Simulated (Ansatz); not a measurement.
Energy needed to pull apart CH2BF (SMILES C=BF), singlet, into free ground-state atoms, from the structure below (displaced at random from a GFN2-xTB minimum); no zero-point or spin–orbit terms; open-shell atoms are treated unrestricted, in their ground-state multiplicity.

```tsv
atom	x (Å)	y (Å)	z (Å)
C1	-0.3507	0.3540	-0.2387
B2	0.5074	-0.5213	0.3587
F3	1.2545	-1.3752	0.9552
H4	-0.8125	1.1881	0.2474
H5	-0.5782	0.3627	-1.2898
```

Computed with Ansatz 0.2.0 (basis: def2-TZVPP); correlated methods freeze the cores.

```csv
method,atomization energy (kJ/mol)
PBE-D4,2081
r2SCAN-D4,2037
B97M-V,2039
PBE0-D4,2030
r2SCANh-D4,2020
wB97M-V,?
HF,1515
MP2,2020
CCSD,?
CCSD(T),1955
```

**Question.** What does CCSD give? (To be estimated.)

**Answer.** Computed: 1923 kJ/mol, which is about 32 kJ/mol less than CCSD(T)/def2-TZVPP.

**Question.** What does wB97M-V give? (An estimate is asked for; the value comes from the calculation.)

**Answer.** The calculation gives: 2029 kJ/mol, which is about 74 kJ/mol more than CCSD(T)/def2-TZVPP.

In triple zeta the MP2 and coupled-cluster atomization energies are still short of their basis limit by a few kcal/mol a bond, whereas those of the functionals are nearly converged, so these differences are not deviations from converged CCSD(T).

T1 diagnostic: at most 0.014.

For scale, one of the runs: CCSD(T)/def2-TZVPP forces, 121 basis functions (an equivalent command: `ansatz run in.yaml --threads 4`). Hardware: 4 CPU threads, shared host. Wall time 15 s; peak host memory 0.96 GiB.
